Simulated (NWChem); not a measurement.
Molecule: pyrrole (C₄H₅N); SMILES c1cc[nH]c1

```xyz
10

C      0.0000     0.7108    -0.9829
C      0.0000    -0.7108    -0.9829
C      0.0000    -1.1192     0.3342
N      0.0000     0.0000     1.1172
C      0.0000     1.1192     0.3342
H      0.0000     1.3653    -1.8525
H      0.0000    -1.3653    -1.8525
H      0.0000    -2.1156     0.7708
H      0.0000     0.0000     2.1269
H      0.0000     2.1156     0.7708
```
Atoms are numbered in this order, from 1.

All runs: NWChem. Coordinates come from a PBE0/def2-SVP optimisation.

For level B3LYP/def2-SVP:

- highest occupied level (eV): -5.75
- orbital gap (eV): 6.86

What are these values for level B3LYP/STO-3G?

The highest occupied level (eV) comes out as -3.89 and the orbital gap (eV) is 7.85.
